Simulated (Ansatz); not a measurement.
# One arrangement of a pair

The pair of H2S (SMILES S, atoms 1–3) and SO2 (SMILES O=S=O, atoms 4–6), both closed shells, in one local arrangement (a lower one may exist), relaxed at PBE0-D4/def2-TZVP:

S1  (-0.349, -0.365, -1.680)
H2  (-0.631, 0.934, -1.492)
H3  (0.973, -0.151, -1.583)
O4  (-0.867, 0.758, 1.693)
S5  (-0.277, -0.534, 1.489)
O6  (1.151, -0.642, 1.573)
(Å)

Program: Ansatz 0.2.0. Basis: def2-TZVPPD, with def2-QZVPPD for the basis limit. Cores are frozen in the correlated methods. Extrapolation: Hartree–Fock as exp(−7.88 √X), correlation as X^−2.97. Interaction energies count from these two fragments, frozen as in the pair, with the counterpoise correction; negative means bound.

Problem. What is the interaction energy by CCSD(T) at an estimated basis limit (MP2 extrapolated from triple and quadruple zeta, plus CCSD(T) − MP2 in triple zeta)? (Judge from chemistry; the value comes from the calculation.)

Solution. By the calculation: -9.7 kJ/mol. Hartree–Fock alone gives 0.4 kJ/mol at the basis limit, so without correlation the pair would not bind at this distance. Plain CCSD(T) in triple zeta gives -6.1 kJ/mol; the step to the limit is large here, so the limit is uncertain. It counts from the two fragments frozen as in the pair.

Basis-set superposition shift (counterpoise-corrected less uncorrected): CCSD(T) 2.3; MP2 2.2; HF 0.4; PBE0-D4 0.3; wB97M-V 0.4 kJ/mol.

T1 diagnostic: at most 0.022. The restricted Hartree–Fock reference is unstable towards an unrestricted one at one or more of these structures.

For scale, one of the runs: CCSD(T)/def2-TZVPPD, 216 basis functions, launched by `ansatz run in.yaml --threads 4 --pin off --events-out ev --progress --plain --max-ram 9574MiB`. Hardware: 4 CPU threads of an Intel Xeon 6975P-C, shared host. Wall time 17 s; peak host memory 3.3 GiB.
